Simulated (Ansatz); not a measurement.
# SiNH2 (doublet): from Hartree-Fock to the top rungs, def2-TZVPP

One table from this session's results is given with a row withheld; the runs are named, their logs left out.

Computed with Ansatz 0.2.0, Gaussian basis. Level: def2-TZVPP, core rule «outside noble gas», up to 6 orbitals frozen.

The runs, in order: UHF; ROHF; CCSD(T) on UHF.

### The geometry

The geometry is a PBE0/def2-TZVP stationary point (not a proven minimum) of the parent state, kept for this charge and spin.

4 atoms, charge 0, spin multiplicity 2.

Atoms are counted from 1 here; the program's logs count them from 0.

Bond lengths: Si1–N2 1.726 Å, N2–H3 1.004 Å, N2–H4 1.004 Å. Angles: Si1–N2–H3 121.8°, Si1–N2–H4 121.8°, H3–N2–H4 116.4°.

Coordinates:

```
Si    0.0000    0.0000    0.6512
N     0.0000    0.0000   -1.0748
H     0.0000   -0.8528   -1.6040
H     0.0000    0.8528   -1.6040
```

Set-up of the first run:

Input file in.yaml:

```yaml
crystal:
  periodic: [false, false, false]
  atoms:
    - {symbol: Si, position_ang: [0.000000, 0.000000, 0.651167]}
    - {symbol: N, position_ang: [0.000000, 0.000000, -1.074836]}
    - {symbol: H, position_ang: [0.000000, -0.852806, -1.603987]}
    - {symbol: H, position_ang: [0.000000, 0.852806, -1.603987]}
basis:
  gaussian: {orbitals: def2-TZVPP}
magnetization: {spin_polarized: true, initial_magnetization: 1}
hamiltonian: {xc: hf}
output: {orbitals: {seedname: orbitals}}
```

Launch:

```bash
$ ansatz run in.yaml --threads 1 --pin off --events-out ev --progress --plain --max-ram 4096MiB --backend cpu
```

Steps of the session up to this table: UHF; ROHF; CCSD(T) on UHF.

One of the session's tables, all rows but one given; the rest of the session is left out.

| method | from UCCSD(T) (kcal/mol) |
| --- | --- |
| ROHF | ? |
| UHF | +207.75 |
| UMP2 | +22.50 |
| UCCSD | +8.23 |
| UCCSD(T) | 0 |

**Question.** Estimate the row for ROHF.

**Answer.** from UCCSD(T) (kcal/mol): +211.21. In the column «from UCCSD(T) (kcal/mol)» it is the highest.
